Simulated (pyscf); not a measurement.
F–Cd–F + SiH₄ → F–CdH + F–SiH₃ (four-centre exchange; singlet surface; Cd–F, H–Si broken, Cd–H, F–Si formed). PySCF, gas phase, ωB97X-D3(BJ)/def2-SVP geometries. Energies in kJ/mol from the separated reactants.

```tsv
level	barrier	reaction energy
PBE/def2-TZVP	8.2	-117.3
r²SCAN/def2-TZVP	(withheld)	-124.1
B3LYP-D3(BJ)/def2-TZVP	9.0	-125.0
PBE0-D3(BJ)/def2-TZVP	-1.4	-122.6
ωB97M-D3(BJ)/def2-TZVP	1.8	-126.1
HF/def2-TZVP	(withheld)	(withheld)
```

Q: What belongs in the gaps?

A: 
- r²SCAN/def2-TZVP, barrier: 0.0
- HF/def2-TZVP, barrier: 36.7
- HF/def2-TZVP, reaction energy: -122.1

On the reactant side the descent ends in a complex, 24.8 kJ/mol under the separated species and 18.2 kJ/mol under the saddle at ωB97X-D3(BJ)/def2-TZVP. At PBE0-D3(BJ) the saddle lies under the separated reactants, which points to a path from their complex (located at ωB97X-D3(BJ) alone). At ωB97X-D3(BJ)/def2-TZVP the barrier from the zero used here is -6.6 kJ/mol. One saddle was located; it need not be the lowest between these sides. Elements past Kr carry the def2 core potentials, without spin-orbit coupling.
